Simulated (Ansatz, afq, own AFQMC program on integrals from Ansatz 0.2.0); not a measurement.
# Atomization energy of AuSiH3, singlet, worked out

```xyz
5

Au   -0.3188    0.0021    0.0018
Si    1.9697   -0.0127   -0.0110
H     2.4639   -1.4148   -0.0088
H     2.4842    0.6879    1.1951
H     2.4705    0.6792   -1.2279
```

Connectivity, by distances: Au–SiH3.

Basis def2-SVP with its core potentials. Only valence electrons are correlated. Integrals, coupled cluster, full CI and functionals: Ansatz 0.2.0; the random walks run on the same integrals in our own AFQMC program. ph-AFQMC/CISD is guided by a CISD state made of CCSD amplitudes; releasing the constraint for a short imaginary time cuts its bias at the price of noise, slowly where states lie close. ± is one standard error of the sampling. No spin–orbit coupling. The metal's outer-core s and p shells are frozen, which shifts wave-function levels against functionals.

Total energies in eV. CBS is CCSD(T) at the limit of def2-TZVPP/QZVPP (extrapolated itself); the highest rung of each member is named.

Cautions: no spin-orbit coupling; outer-core shells of the metal frozen.

| member | count | CCSD(T)/def2-SVP | highest rung in def2-SVP | which | CCSD(T)/CBS |
| --- | --- | --- | --- | --- | --- |
| Au (doublet) | +1 | -3674.3225 | -3674.3280 | CCSDTQ | -3678.5889 |
| Si (triplet) | +1 | -7859.0718 | -7859.0829 | FCI | -7862.5000 |
| H (doublet) | +3 | -13.5861 | -13.5861 | FCI | -13.6059 |
| AuSiH₃, singlet | -1 | -11586.3816 | -11586.4036 | CCSDT(Q) | -11595.1875 |

Task: Work out the best estimate of the atomization energy: the CCSD(T)/CBS difference plus the step from CCSD(T) to the highest rung.

Result: Sums with the counts: CCSD(T)/CBS 13.2809 eV, highest rung 12.2344 eV, CCSD(T)/def2-SVP 12.2290 eV. The step is 12.2344 − 12.2290 = 0.0054 eV, so the best estimate is 13.2809 + (0.0054) = 13.2863 eV. The basis set is worth 1.052 eV of it. Zero-point, core-correlation and spin–orbit terms aren't in it. Past Ne the Hartree–Fock part of each CBS total tends to overshoot, since the cores don't follow the formula; that largely cancels in the difference.

Best estimates are given only where the step beyond CCSD(T) is under 0.3 eV and no member's determinant is very poor (T1 over 0.05, or 0.07 for open shells, ⟨S²⟩ too high by 0.3, two states mixed), so the hardest cases are missing from such tables.

CCSDT and higher add their correlation energy to the determinant of the CCSD(T) run, since their own runs factorise the integrals more tightly (a shift of under 2 meV). Each member of a difference takes its own highest rung, so a best estimate needn't equal the limit plus the step of one row. The exponents were fitted on light atoms, and def2 sets of heavy atoms don't grow evenly, so the limit is rough here.
